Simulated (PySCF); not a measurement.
Geometry:
| atom | x (Å) | y (Å) | z (Å) |
| --- | --- | --- | --- |
| B1 | 0.890 | 0.066 | -0.029 |
| C2 | -0.653 | -0.092 | -0.093 |
| H3 | 1.607 | -0.880 | 0.216 |
| H4 | 1.406 | 1.156 | -0.149 |
| H5 | -0.955 | 0.083 | 0.964 |
| H6 | -1.018 | -1.098 | -0.347 |
| H7 | -1.178 | 0.673 | -0.684 |

Geometry: PBE0-D3(BJ)/def2-SVP; GIAO shifts from PySCF, gas phase, non-relativistic, averaged over equivalent atoms.

At PBE0/pcSseg-1 (59 basis functions, 2.1 s wall time on 1 thread of an Arm Neoverse V1, shared host):
| atoms | δ (ppm) |
| --- | --- |
| B1 | 90.2 |
| C2 | 19.0 |
| H3/H4 | 7.82 |
| H5/H6/H7 | 1.38 |

Chemical shifts δ = σref − σ; BF3·OEt2 for 11B (σ = 100.73 ppm); 13C (σ = 184.41 ppm) and 1H (σ = 31.27 ppm) vs TMS, all at this level.

Predict the values at B97-2/pcSseg-2 on the same geometry.

Results:


```json
{"atoms": "B1", "δ at B97-2/pcSseg-2": "86.8", "change": "-3.4"}
{"atoms": "C2", "δ at B97-2/pcSseg-2": "17.3", "change": "-1.7"}
{"atoms": "H3/H4", "δ at B97-2/pcSseg-2": "7.51", "change": "-0.31"}
{"atoms": "H5/H6/H7", "δ at B97-2/pcSseg-2": "1.27", "change": "-0.11"}
```

δ = σ(ref) − σ, references computed at the same level: 11B (σ = 100.12 ppm) vs BF3·OEt2; 13C (σ = 183.46 ppm) and 1H (σ = 31.36 ppm) against TMS.

The largest change is at B1 (boron bonded to C, 2 H). Cost: 142 basis functions, 3.6 s wall time on 1 thread of an Arm Neoverse V1, shared host.

A carbon bonded to boron is broadened by the quadrupolar boron nucleus and is often missing from a measured spectrum.
